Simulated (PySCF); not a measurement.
**Ionisation energy of Be by level of theory**

Be [He] 2s2 (1S) → Be⁺ [He] 2s1 (2S), as a difference of total energies. All numbers are calculated (PySCF 2.14, scalar relativity by spin-free X2C-1e, in x2c-TZVPPall with one added diffuse shell of s type (6s3p1d, 20 functions)). Correlated levels: valence and next inner shell: nothing frozen. The calculations carry no spin-orbit coupling.

```json
{"method": "UHF", "ionisation energy (eV)": "8.043"}
{"method": "MP2 (valence and next inner shell)", "ionisation energy (eV)": "8.772"}
{"method": "SCS-MP2 (valence and next inner shell)", "ionisation energy (eV)": "8.910"}
{"method": "CCSD (valence and next inner shell)", "ionisation energy (eV)": "9.265"}
{"method": "CCSD(T) (valence and next inner shell)", "ionisation energy (eV)": "9.272"}
{"method": "CCSDT (valence and next inner shell)", "ionisation energy (eV)": "9.273"}
{"method": "FCI (valence and next inner shell)", "ionisation energy (eV)": "9.273"}
```

How much does correlation contribute at CCSD(T) (valence and next inner shell)?

9.272 − (8.043) = 1.229 eV, measured against UHF.

Errors of the correlated levels include the incompleteness of this basis.

For comparison: 9.323 eV (measured; NIST Atomic Spectra Database, ionization energies).
